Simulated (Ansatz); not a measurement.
# SiH2 (singlet): from Hartree-Fock to the top rungs, aug-cc-pVDZ

The task here is to estimate one member of a computed series from the others.

The runs use Ansatz 0.2.0, Gaussian basis; aug-cc-pVDZ, core rule «outside noble gas», up to 5 orbitals frozen.

Plan: UHF; CCSD(T) on RHF; CCSD(T) on UHF; BCCD(T) on RHF; CISD; CCSDT(Q) on RHF; CCSDT(Q) on UHF; CASSCF and MRCISD+Q, 6 electrons in 6 orbitals; CASSCF and NEVPT2, 6 electrons in 6 orbitals.

17 further runs of the same task are left out: 6 that didn't finish, 11 set aside as unsound or not needed.

### The system

The geometry is a PBE0/def2-TZVPD stationary point (not a proven minimum) of the parent state, kept for this charge and spin.

3 atoms, charge 0, spin multiplicity 1.

Atoms are counted from 1 here; the program's logs count them from 0.

Bond lengths: Si1–H2 1.552 Å, Si1–H3 1.552 Å. Angles: H2–Si1–H3 91.9°.

Set-up of the first run:

File in.yaml:

```yaml
crystal:
  periodic: [false, false, false]
  atoms:
    - {symbol: Si, position_ang: [0.000000, -0.072260, 0.000000]}
    - {symbol: H, position_ang: [0.000000, 1.006740, 1.115800]}
    - {symbol: H, position_ang: [0.000000, 1.006740, -1.115800]}
basis:
  gaussian: {orbitals: aug-cc-pVDZ}
magnetization: {spin_polarized: true, initial_magnetization: 0}
hamiltonian: {xc: hf}
output: {orbitals: {seedname: orbitals}}
```

The run is started by

```sh
ansatz run in.yaml --threads 1 --pin off --events-out ev --progress --plain --max-ram 2393MiB
```

Steps of the session up to this table: UHF; CCSD(T) on RHF; CCSD(T) on UHF; BCCD(T) on RHF; CISD; CCSDT(Q) on RHF; CCSDT(Q) on UHF; CASSCF and MRCISD+Q, 6 electrons in 6 orbitals; CASSCF and NEVPT2, 6 electrons in 6 orbitals.

One table of the session follows, with a row left open; its other results are not shown here.

```
          method  from RCCSDT(Q) (kcal/mol)
             RHF                     +78.91
             UHF                          ?
            RMP2                     +20.62
            CISD                      +5.82
           RCCSD                      +2.26
        RCCSD(T)                      +0.53
         BCCD(T)                      +0.52
          RCCSDT                      +0.07
       RCCSDT(Q)                          0
  CASSCF valence                     +47.07
  NEVPT2 valence                     +15.87
  MRCISD valence                      +2.39
MRCISD+Q valence                      +0.27
```

Estimate the missing values for UHF.

**Answer.** from RCCSDT(Q) (kcal/mol): +76.67. In the column «from RCCSDT(Q) (kcal/mol)» it lies between CASSCF valence (+47.07) and RHF (+78.91).

Not comparable, so not listed: CCSD(T) on UHF; CCSDT(Q) on UHF (they don't share determinant, frozen orbitals or solution with the rows shown, or repeat one).

Limits of these values: Warnings: restricted reference is unstable; spin contamination.
